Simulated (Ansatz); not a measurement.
**[BCl2]+ (SMILES Cl[B+]Cl): the energy, rung by rung**

[BCl2]+: 3 atoms, total charge +1, spin state singlet. SMILES: `Cl[B+]Cl`. The coordinates come from a GFN2-xTB relaxation.

| atom | x (Å) | y (Å) | z (Å) |
| --- | --- | --- | --- |
| Cl | -1.2384 | 0.7665 | -0.5913 |
| B | 0.0007 | 0.0014 | 0.0006 |
| Cl | 1.2376 | -0.7678 | 0.5907 |

Each level gives the energy change with the Cl1–B2 bond stretched from 1.572 to 1.965 Å (eV). The values are calculated.

```
                      level                   kind  program  value (eV)  less FCI/STO-3G  CPU time (all runs)
     HF/STO-3G (restricted)           Hartree–Fock   Ansatz        1.01            +0.23               0.19 s
 revPBE/STO-3G (restricted)                    GGA   Ansatz        0.77            -0.01                1.7 s
r2SCAN0/STO-3G (restricted)        hybrid meta-GGA   Ansatz        1.05            +0.27                  4 s
 B2PLYP/STO-3G (restricted)          double hybrid   Ansatz        0.89            +0.11                2.1 s
RPA@PBE/STO-3G (restricted)                    RPA   Ansatz        0.69            -0.09                2.4 s
    MP2/STO-3G (restricted)    perturbation theory   Ansatz        0.95            +0.17               0.21 s
BCCD(T)/STO-3G (restricted)  coupled cluster or CI   Ansatz        0.79            +0.01               0.43 s
 CCSDTQ/STO-3G (restricted)  coupled cluster or CI   Ansatz        0.78             0.00                 15 s
                 FCI/STO-3G     exact in the basis   Ansatz        0.78             0.00                1.2 s
```

FCI/STO-3G is exact within its basis and frozen core, so for wave-function methods in that basis the difference is their error; functionals converge differently with the basis, so for them it is only a difference. The first shape isn't each level's own minimum. The values span 0.69 to 1.05 eV. All rows use very small basis sets, so even the best lies far from the true value. Times are those of the runs behind each value, whatever else they computed, on shared processors of several kinds: orders of magnitude only.
